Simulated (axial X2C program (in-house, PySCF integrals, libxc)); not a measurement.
# PO⁻: cheaper levels and CCSD(T), with spin–orbit coupling

All values were computed with an axial X2C code built on PySCF integrals. Two-component (2c) means X2C with spin–orbit coupling and atomic mean-field two-electron Coulomb and Gaunt terms. Basis: P dyall-av3z [9s8p3d2f], O dyall-av3z [7s6p3d2f] (cores contracted in-house); Gaussian nuclei, density fitting, unrestricted open shells. Masses: P 30.974 u, O 15.995 u.

State: Ω = 1 (⟨Sz⟩ = 1.00, ⟨Lz⟩ = 0.00 at HF); fragments P + O- for PBE0, MP2, CCSD, BP86, CCSD(T); P- + O for HF.

```csv
level,Re (Å),ωe (cm⁻¹),De (eV)
PBE0,1.543,1058.8,5.75
HF,1.514,1163.4,n/a
MP2,1.561,1007.2,5.72
CCSD,1.548,1052.9,5.32
BP86,1.566,981.8,6.00
```

Correlated methods: 12 electrons correlated (number of frozen shells: P 2 s, 1 p; O 1 s), 198 virtual spin orbitals or spinors in MP2, 90 natural virtuals in coupled cluster.

CCSD(T), same Hamiltonian and basis:

Re = 1.558 Å, ωe = 1016.9 cm⁻¹, De = 5.46 eV; T1 = 0.022 (Lee–Taylor normalisation).

Q: Give the differences from CCSD(T) in the columns below.

A: 

| level | ΔRe (Å) | Δωe (cm⁻¹) | ΔDe (eV) |
| --- | --- | --- | --- |
| PBE0 | -0.015 | 42 | 0.29 |
| HF | -0.044 | 147 | n/a |
| MP2 | 0.003 | -10 | 0.26 |
| CCSD | -0.010 | 36 | -0.14 |
| BP86 | 0.008 | -35 | 0.54 |

The state is one determinant whose occupation by symmetry is held fixed; it was picked as the lowest of a PBE0 search that is not exhaustive. De is counted from the lowest determinant-based energies of the atoms at the same level, without counterpoise correction. De is not given where an atomic determinant may have missed its ground term or J level, or where the truncated virtual space spoils (T). Density functionals use the spin component along the axis (collinear). CCSD and (T) use frozen natural virtuals with an MP2 correction for the truncation; (T) itself is uncorrected, so its De runs slightly low. In 2c an atomic determinant is not the ground J level, so De misses part of the atomic spin–orbit lowering. This holds for PBE0, BP86. Other states lie close and PBE0, whose exact exchange favours high spin, may order them wrongly; the determinant shown need not be the ground state. The nearest other 2c determinant of the search, Ω = 0, lies 0.69 eV up at the distance of the search. Without a current term, density functionals place determinants with orbital angular momentum somewhat too high. With several unpaired electrons one determinant need not be a pure state. Open-shell Ω = 0 determinants with evenly filled partner blocks cannot be reached by this program, so the Ω shown need not be the lowest component. This is the Ω = 1 component of a π² triplet; the 0⁺ component is not one determinant and can lie lowest. The highest occupied level of some functionals is positive through self-interaction error; at Hartree–Fock it is bound.
